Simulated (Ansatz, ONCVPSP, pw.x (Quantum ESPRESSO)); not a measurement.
**From atom to crystal: ONCV potential for Hf (Z = 72)**

Hf (Z = 72), optimised norm-conserving Vanderbilt (ONCV), made with ONCVPSP 4.0.1.1 (patched build) (PBEsol, scalar-relativistic). Core [Kr] 4d10 4f14, reference 5s2 5p6 5d2 6s2. Waves: 5s+6s: rc 2.15 bohr, ncon 4, nbas 8, qcut 5 1/bohr, 2 projectors; 5p: rc 1.75 bohr, ncon 4, nbas 7, qcut 9.8 1/bohr, 2 projectors, debl 0.8 Ha; 5d: rc 2.70 bohr, ncon 3, nbas 8, qcut 5 1/bohr, 1 projector. Local part: polynomial inside 1.60 bohr (lpopt 5, dvloc0 -1 Ha). Core correction: Teter function, fcfact 5.5, rcfact 1.7.

In the p channel the program set the typed energies aside and used -1.308, 0.250 Ha.

Atomic tests: cutoffs needed: 27 Ha and 33 Ha (the cutoffs (Ha) at which the residual kinetic energy of the hardest occupied pseudo-wave falls to 1 and 0.1 mHa per electron); ghost test: no bound ghost flagged; no localised positive-energy state flagged; configuration tests: 2 of 4 tests not solved or not reliable.

Crystal test: bcc Hf in pw.x 7.5, no spin, 13³ k-points, Fermi–Dirac smearing 0.01 Ry, cutoffs 80/320 Ry. The reference is all-electron LAPW (Ansatz 0.2.0) with the same functional, mesh and smearing; V0 and B0 come from Birch–Murnaghan fits to the pressures at five volumes. Errors are pseudo minus all-electron; Δ is the rms difference of the E(V) curves that follow from these fits, minima aligned, over ±6 % about the mean V0. Mesh and smearing are coarse, so the numbers serve the comparison and aren't converged zero-temperature values; the lattice is a test structure that the element need not adopt.

All-electron: a0 = 3.497 Å (V0 = 21.39 Å³/atom), B0 = 103.7 GPa.

Q: How far does the potential miss the all-electron equation of state?

A: mean pressure error (GPa): -0.91; a0 (Å): 3.487; a0 error (%): -0.29; B0 error (%): -2.2; Δ (meV/atom): 4.3. Atomic configuration tests: 2 of 4 tests not solved or not reliable.

| V (Å³/atom) | P all-electron (GPa) | P pseudo (GPa) |
| --- | --- | --- |
| 20.302 | 5.88 | 4.68 |
| 20.836 | 2.84 | 1.81 |
| 21.370 | 0.10 | -0.79 |
| 21.904 | -2.37 | -3.15 |
| 22.439 | -4.60 | -5.29 |

Q: At the middle volume, how do free energy and pressure move when the wave cutoff is lowered (ecutrho kept at four times it)?

A:

```
cutoff (Ry)  shift of F (meV/atom)  shift of P (GPa)
         36                +2021.2            -41.75
         48                 +417.2            -14.96
         64                  +25.5             -1.59
```

The run at the middle volume (84 k-points, 7 iterations) took about 14 s on one core of a shared host (Intel(R) Xeon(R) 6975P-C, 192 threads, 1512 GiB, load 78).
